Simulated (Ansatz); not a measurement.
Two shapes of singlet HClO.

Shape 1:

```xyz
3

O     0.0000    0.7716   -0.6580
H     0.0000    1.4671   -0.1009
Cl    0.0000   -0.4494    0.3156
```

Shape 2:

```xyz
3

O     0.0006    0.8296   -0.7111
H     0.0033    1.5984   -0.1010
Cl    0.0064   -0.4916    0.3360
```

Basis set: cc-pVDZ (spherical functions). Correlated methods keep 6 orbitals frozen. Charge 0, multiplicity 1.

Computed with Ansatz (development build ahead of 0.2.0); each method stands on the lowest determinant of its kind that the runs found.

Problem. Which shape is lower in energy, and by how much in each method?

Solution.

```json
{"method": "RHF", "E(2) − E(1) (eV)": "-0.354"}
{"method": "RHF-MP2", "E(2) − E(1) (eV)": "-0.592"}
```

Shape 2 is lower.
